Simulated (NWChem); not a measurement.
All runs are NWChem calculations. System: CH (+1), charge 1, spin multiplicity 1, at a geometry optimised with PBE0/def2-SVP. The structure started from a generated list of species. Level: CR-CCSD(T)/def2-QZVP, 1 core orbitals frozen.

Job file:

```
start mol
memory heap 100 mb stack 700 mb global 1900 mb
charge 1
geometry units angstroms nocenter noautoz
  C      0.000000     0.000000     0.163891
  H      0.000000     0.000000    -0.983348
  symmetry group C2v
end
basis spherical
  * library def2-qzvp
end
scf
  rhf
  nopen 0
  maxiter 100
  thresh 1e-7
  semidirect memsize 60000000 filesize 0
end
tce
  freeze core 1
  cr-ccsd(t)
  2eorb
  2emet 13
  thresh 1e-6
  maxiter 100
  tilesize 24
end
task tce energy
```

Output (cleaned and shortened):

```
             Northwest Computational Chemistry Package (NWChem) 7.3.0
             --------------------------------------------------------

                                NWChem Input Module
                                -------------------

 Scaling coordinates for geometry "geometry" by  1.889725989
 (inverse scale =  0.529177249)

 Turning off AUTOSYM since
 SYMMETRY directive was detected!

                             Geometry "geometry" -> ""
                             -------------------------

 Output coordinates in angstroms (scale by  1.889725989 to convert to a.u.)

  No.       Tag          Charge          X              Y              Z
 ---- ---------------- ---------- -------------- -------------- --------------
    1 C                    6.0000     0.00000000     0.00000000     0.16389100
    2 H                    1.0000     0.00000000     0.00000000    -0.98334800

 Effective nuclear repulsion energy (a.u.)       2.7675693504

            Nuclear Dipole moment (a.u.)
            ----------------------------
        X                 Y               Z
 ---------------- ---------------- ----------------
     0.0000000000     0.0000000000    -0.0000037795

      Symmetry information
      --------------------

 Group name             C2v
 Group number             16
 Group order               4
 No. of unique centers     2

      Symmetry unique atoms

     1    2


 Summary of "ao basis" -> "" (spherical)
 ------------------------------------------------------------------------------
       Tag                 Description            Shells   Functions and Types
 ---------------- ------------------------------  ------  ---------------------
 *                         def2-qzvp                  on all atoms

 Summary of "ao basis" -> "ao basis" (spherical)
 ------------------------------------------------------------------------------
       Tag                 Description            Shells   Functions and Types
 ---------------- ------------------------------  ------  ---------------------
 C                         def2-qzvp                17       57   7s4p3d2f1g
 H                         def2-qzvp                10       30   4s3p2d1f

                                 NWChem SCF Module
                                 -----------------

  ao basis        = "ao basis"
  functions       =    87
  atoms           =     2
  closed shells   =     3
  open shells     =     0
  charge          =   1.00
  wavefunction    = RHF
  use symmetry    = T
  symmetry adapt  = T

 Summary of "ao basis" -> "ao basis" (spherical)
 ------------------------------------------------------------------------------
       Tag                 Description            Shells   Functions and Types
 ---------------- ------------------------------  ------  ---------------------
 C                         def2-qzvp                17       57   7s4p3d2f1g
 H                         def2-qzvp                10       30   4s3p2d1f

      Symmetry analysis of basis
      --------------------------

        a1         37
        a2         10
        b1         20
        b2         20

 Forming initial guess at       0.1s

      Superposition of Atomic Density Guess
      -------------------------------------

 Sum of atomic energies:         -38.17239209

 Renormalizing density from       7.00 to      6

      Non-variational initial energy
      ------------------------------

 Total energy =     -34.060652
 1-e energy   =     -48.220976
 2-e energy   =      11.392755
[...]
   Bfn.  Coefficient  Atom+Function         Bfn.  Coefficient  Atom+Function
  ----- ------------  ---------------      ----- ------------  ---------------
    61      2.137063  2 H  s                  7     -0.849107  1 C  s
    60     -0.730976  2 H  s                 19      0.544021  1 C  pz
    70     -0.220528  2 H  pz                 5     -0.193188  1 C  s
    16     -0.162572  1 C  pz                 6      0.151329  1 C  s

 center of mass
 --------------
 x =   0.00000000 y =   0.00000000 z =   0.14173852

 moments of inertia (a.u.)
 ------------------
           4.369856381615           0.000000000000           0.000000000000
           0.000000000000           4.369856381615           0.000000000000
           0.000000000000           0.000000000000           0.000000000000

  Mulliken analysis of the total density
  --------------------------------------

    Atom       Charge   Shell Charges
 -----------   ------   -------------------------------------------------------
    1 C    6     5.29   1.04  0.00  0.70  0.22  0.55  1.14  0.23  0.40  0.59  0.37  0.02  0.00  0.01  0.02  0.00  0.00  0.00
    2 H    1     0.71   0.11  0.32  0.25  0.00  0.00  0.01  0.01  0.00  0.00  0.00

       Multipole analysis of the density wrt the origin
       ------------------------------------------------

     L   x y z        total         open         nuclear
     -   - - -        -----         ----         -------
     0   0 0 0      1.000000      0.000000      7.000000

     1   1 0 0      0.000000      0.000000      0.000000
     1   0 1 0     -0.000000      0.000000      0.000000
     1   0 0 1     -0.616409      0.000000     -0.000004

     2   2 0 0     -2.896333      0.000000      0.000000
     2   1 1 0      0.000000      0.000000      0.000000
     2   1 0 1      0.000000      0.000000      0.000000
     2   0 2 0     -2.896333      0.000000      0.000000
     2   0 1 1     -0.000000      0.000000      0.000000
     2   0 0 2     -3.303969      0.000000      4.028642

                   NWChem Extensible Many-Electron Theory Module
                   ---------------------------------------------


            General Information
            -------------------
      Number of processors :     1
         Wavefunction type : Restricted Hartree-Fock
          No. of electrons :     6
           Alpha electrons :     3
            Beta electrons :     3
           No. of orbitals :   174
            Alpha orbitals :    87
             Beta orbitals :    87
        Alpha frozen cores :     1
         Beta frozen cores :     1
     Alpha frozen virtuals :     0
      Beta frozen virtuals :     0
         Spin multiplicity : singlet
    Number of AO functions :    87
       Number of AO shells :    27
        Use of symmetry is : on
      Symmetry adaption is : on
         Schwarz screening : 0.10D-09

          Correlation Information
          -----------------------
          Calculation type : Coupled-cluster singles & doubles w/ perturbation
   Perturbative correction : Completely renormalized (T)
            Max iterations :      100
        Residual threshold : 0.10D-05
     T(0) DIIS level shift : 0.00D+00
     L(0) DIIS level shift : 0.00D+00
     T(1) DIIS level shift : 0.00D+00
     L(1) DIIS level shift : 0.00D+00
     T(R) DIIS level shift : 0.00D+00
     T(I) DIIS level shift : 0.00D+00
   CC-T/L Amplitude update :  5-th order DIIS
                I/O scheme : Global Array Library
        L-threshold :  0.10D-05
        EOM-threshold :  0.10D-05
 no EOMCCSD initial starts read in
 TCE RESTART OPTIONS
 SLICE:      F
 D4D5:       F
 quantumc:   F
 qrotation:  F
 pwtce:      F
 qducc:      F
 nacto:                         0
 nrotv:                         0
 nrot:                          0

            Memory Information
            ------------------
          Available GA space size is     249029231 doubles
          Available MA space size is     104853020 doubles

 Maximum block size supplied by input
 Maximum block size        24 doubles

 tile_dim =     20

 -------------------------------------------------

 Global array virtual files algorithm will be used

 Parallel file system coherency ......... OK

 4-electron integrals stored in orbital form

 v2    file size   =          3499506
 4-index algorithm nr.  13 is used
 imaxsize =       30
 imaxsize ichop =        0


CCSD iterations
 ---------------------------------------------------------
 Iter          Residuum       Correlation     Cpu    Wall
 ---------------------------------------------------------
    1   0.1309914168464  -0.0904309027087     0.0     0.0
    2   0.0547088570721  -0.1065485243332     0.0     0.0
    3   0.0290988316865  -0.1123453137802     0.0     0.0
    4   0.0171199700906  -0.1149796497772     0.0     0.0
    5   0.0107041550717  -0.1163417887339     0.0     0.0
    6   0.0024188987124  -0.1182794656330     0.0     0.0
    7   0.0014199796392  -0.1182385376526     0.0     0.0
    8   0.0009769251782  -0.1182425605057     0.0     0.0
    9   0.0006877414592  -0.1182472332469     0.0     0.0
   10   0.0004901246293  -0.1182531511096     0.0     0.0
   11   0.0000535788460  -0.1182729047846     0.0     0.0
   12   0.0000227655346  -0.1182775258887     0.0     0.0
   13   0.0000126016876  -0.1182793501412     0.0     0.0
   14   0.0000075158535  -0.1182803174892     0.0     0.0
   15   0.0000046725326  -0.1182808542093     0.0     0.0
   16   0.0000011914036  -0.1182816360449     0.0     0.0
   17   0.0000007694851  -0.1182816348213     0.0     0.0
 -----------------------------------------------------------------
 Iterations converged
 CCSD correlation energy / hartree =        -0.118281634821308
 CCSD total energy / hartree       =       -38.027502996515082

 Singles contributions

 Doubles contributions
     4b1  (alpha)     4b1  (beta ) ---     3a1  (alpha)     3a1  (beta )       -0.1036365334
     5b2  (alpha)     5b2  (beta ) ---     3a1  (alpha)     3a1  (beta )       -0.1036365334
 CR-CCSD(T)

 CR-CCSD[T]  correction energy / hartree =        -0.002151543795428
 CR-CCSD[T] correlation energy / hartree =        -0.120433178616736
 CR-CCSD[T] total energy / hartree       =       -38.029654540310510
 CR-CCSD(T)  correction energy / hartree =        -0.002123814629559
 CR-CCSD(T) correlation energy / hartree =        -0.120405449450867
 CR-CCSD(T) total energy / hartree       =       -38.029626811144638

 Task  times  cpu:        9.5s     wall:        9.5s

 Total times  cpu:        9.6s     wall:        9.6s
```
